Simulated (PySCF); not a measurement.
**Continuum solvent and chemical shifts**

Atoms are numbered as in `[F:1][CH2:2][CH2:3][F:4]`. Hydrogens are named by the atom that carries them.

GIAO PBE0/pcSseg-1 in PySCF 2.14 on one PBE0-D3(BJ)/def2-SVP conformer, non-relativistic, equivalent nuclei averaged. Solvents enter as an IEF-PCM continuum (methanol with ε = 32.6, dimethylsulfoxide with ε = 46.8) around the gas-phase geometry. Shifts are referred to CFCl3, TMS computed in the same medium.

Gas phase, δ in ppm: F1/F4 -240.7, C2/C3 84.0, H(C2)/H(C3) 4.51. Dipole moment 2.71 D.

(1) How does each δ change in the continuum?

(2) Which of the listed nuclei move most (in ppm), and what does the model miss?

Answers

(1) 
| atoms | environment | Δδ, methanol | Δδ, dimethylsulfoxide |
| --- | --- | --- | --- |
| F1/F4 | fluorine on an sp3 carbon | -5.7 | -5.7 |
| C2/C3 | sp3 CH2 bonded to F | +2.3 | +2.3 |
| H(C2)/H(C3) | hydrogen on an sp3 CH2 bonded to F | +0.27 | +0.28 |

Changes are relative to the gas phase. The dipole moment becomes 3.27 D in methanol, 3.28 D in dimethylsulfoxide.

(2) F1/F4 (fluorine on an sp3 carbon, -5.7 ppm) in dimethylsulfoxide. A continuum only polarises the solute; specific hydrogen bonds, the anisotropy of aromatic solvents and changes of geometry or conformer are outside it.
